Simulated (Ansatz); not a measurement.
CH5SSi (SMILES CS[SiH2-]) (charge -1), closed shell: a relaxation.

Input (in.yaml):

```yaml
crystal:
  periodic: [false, false, false]
  atoms:
    - {symbol: C, position_ang: [-0.789701, 1.072633, -0.294689]}
    - {symbol: S, position_ang: [0.293467, 0.442157, 1.100721]}
    - {symbol: Si, position_ang: [1.188184, -1.295904, -0.143778]}
    - {symbol: H, position_ang: [-1.666159, 0.439886, -0.599018]}
    - {symbol: H, position_ang: [-0.191102, 1.229769, -1.135981]}
    - {symbol: H, position_ang: [-1.354925, 1.937093, -0.016672]}
    - {symbol: H, position_ang: [2.271003, -1.517727, 0.853266]}
    - {symbol: H, position_ang: [0.288236, -2.345680, 0.314468]}
basis:
  gaussian: {orbitals: def2-SVP}
total_charge: -1
hamiltonian: {xc: {name: CAM-B3LYP}, dispersion: d4}
relax: {f_tol: 0.002, max_steps: 5, max_displacement: 0.05}
```

Command:

```bash
ansatz run in.yaml --threads 2 --pin off --events-out ev --progress --plain --max-ram 3481MiB
```

The run's output (Ansatz 0.2.0):

```
Functional definition: CAM-B3LYP
  name "CAM-B3LYP"
  cite "Yanai, Tew & Handy, Chem. Phys. Lett. 393, 51 (2004) doi:10.1016/j.cplett.2004.06.011"
  cite "Iikura, Tsuneda, Yanai & Hirao, J. Chem. Phys. 115, 3540 (2001) doi:10.1063/1.1383587"
  cite "Becke, Phys. Rev. A 38, 3098 (1988) doi:10.1103/PhysRevA.38.3098"
  cite "Lee, Yang & Parr, Phys. Rev. B 37, 785 (1988) doi:10.1103/PhysRevB.37.785"
  cite "Vosko, Wilk & Nusair, Can. J. Phys. 58, 1200 (1980) doi:10.1139/p80-159"
  parameter alpha = 0.19
  parameter beta = 0.46
  parameter omega = 0.33/bohr
  parameter ac = 0.81
  # Exact exchange under (alpha + beta erf(omega r))/r, Becke's under what is left of 1/r.
  exchange = (1 - alpha - beta)*b88_x + beta*b88_x_sr(omega) + alpha*exact_x + beta*exact_x_lr(omega)
  correlation = (1 - ac)*vwn5_c + ac*lyp_c
787 factors; integrals over basis functions are off by at most 2.6e-4 eV
304 factors; integrals over basis functions are off by at most 1.2e-6 eV
mean field evaluation 1: about -19823.5021 eV, gradient 1.7e1 eV
mean field evaluation 2: about -19824.1018 eV, gradient 1.1e1 eV
mean field evaluation 4: about -19824.4483 eV, gradient 7.6e-1 eV
mean field evaluation 8: about -19824.4585 eV, gradient 1.0e-2 eV
mean field -19824.45845912 eV, -728.5354108719 hartree, gradient 3.1e-5 eV, S^2 0.000000; 0 other end points of the search recorded, 0 dependent functions left out
the calculation of the forces begins
reference -19824.45857356 eV, -728.5354150777 hartree; 21, 21 occupied and 54, 54 virtual orbitals, 787 factors
relax step   1: F+E_penalty+E_count = -19824.63296974 eV  Δ(F+E_penalty+E_count) = +0.000e0 eV  max|allowed force component| = 1.846e0 eV/Å  Δτ_max = 0.0000 Å  (25 SCF iters, accepted)
these checks for a lower state are left out or cut short: starts, cluster_reference, orbital_swaps, neighbouring_geometries, increment
787 factors; integrals over basis functions are off by at most 2.8e-4 eV
304 factors; integrals over basis functions are off by at most 1.3e-6 eV
mean field evaluation 16: about -19824.6742 eV, gradient 3.0e0 eV
mean field -19824.70996191 eV, -728.5446534293 hartree, gradient 7.5e-5 eV, S^2 0.000000; 0 other end points of the search recorded, 0 dependent functions left out
the calculation of the forces begins
reference -19824.71007773 eV, -728.5446576853 hartree; 21, 21 occupied and 54, 54 virtual orbitals, 787 factors
relax step   2: F+E_penalty+E_count = -19824.88485622 eV  Δ(F+E_penalty+E_count) = -2.519e-1 eV  max|allowed force component| = 6.765e-1 eV/Å  Δτ_max = 0.0498 Å  (25 SCF iters, accepted)
these checks for a lower state are left out or cut short: starts, cluster_reference, orbital_swaps, neighbouring_geometries, increment
787 factors; integrals over basis functions are off by at most 3.0e-4 eV
304 factors; integrals over basis functions are off by at most 1.4e-6 eV
mean field -19824.79323329 eV, -728.5477135959 hartree, gradient 6.5e-5 eV, S^2 0.000000; 0 other end points of the search recorded, 0 dependent functions left out
the calculation of the forces begins
reference -19824.79335029 eV, -728.5477178955 hartree; 21, 21 occupied and 54, 54 virtual orbitals, 787 factors
relax step   3: F+E_penalty+E_count = -19824.96835980 eV  Δ(F+E_penalty+E_count) = -8.350e-2 eV  max|allowed force component| = 1.252e-1 eV/Å  Δτ_max = 0.0487 Å  (27 SCF iters, accepted)
these checks for a lower state are left out or cut short: starts, cluster_reference, orbital_swaps, neighbouring_geometries, increment
787 factors; integrals over basis functions are off by at most 3.0e-4 eV
304 factors; integrals over basis functions are off by at most 1.5e-6 eV
mean field -19824.80636571 eV, -728.5481962036 hartree, gradient 6.4e-5 eV, S^2 0.000000; 0 other end points of the search recorded, 0 dependent functions left out
the calculation of the forces begins
reference -19824.80648323 eV, -728.5482005222 hartree; 21, 21 occupied and 54, 54 virtual orbitals, 787 factors
relax step   4: F+E_penalty+E_count = -19824.98069818 eV  Δ(F+E_penalty+E_count) = -1.234e-2 eV  max|allowed force component| = 4.822e-2 eV/Å  Δτ_max = 0.0492 Å  (26 SCF iters, accepted)
these checks for a lower state are left out or cut short: starts, cluster_reference, orbital_swaps, neighbouring_geometries, increment
787 factors; integrals over basis functions are off by at most 3.0e-4 eV
304 factors; integrals over basis functions are off by at most 1.5e-6 eV
mean field evaluation 32: about -19824.8047 eV, gradient 9.2e-3 eV
mean field -19824.81174073 eV, -728.5483937317 hartree, gradient 6.5e-5 eV, S^2 0.000000; 0 other end points of the search recorded, 0 dependent functions left out
the calculation of the forces begins
reference -19824.81185839 eV, -728.5483980555 hartree; 21, 21 occupied and 54, 54 virtual orbitals, 787 factors
relax step   5: F+E_penalty+E_count = -19824.98563226 eV  Δ(F+E_penalty+E_count) = -4.934e-3 eV  max|allowed force component| = 4.026e-2 eV/Å  Δτ_max = 0.0500 Å  (26 SCF iters, accepted)
Error: geometry relaxation did not converge after 5 steps: max|allowed force component| = 4.03e-2 eV/Å (threshold 2.0e-3). Raise `relax.max_steps` over both its present limit and 5, loosen `relax.f_tol`, or start from a geometry closer to equilibrium. Where this run's directory can be resumed (`checkpoint.write`), a resume goes on for up to `relax.max_steps` more
```

The lines “mean field evaluation” count trial sets of orbitals through the whole run, from several starts and some on an approximate energy, so they need not fall steadily or lie above the final value.

Hardware: 2 CPU threads of an Arm Neoverse V1, shared host. Wall time about 7.5 s.


The run did not converge within its limit.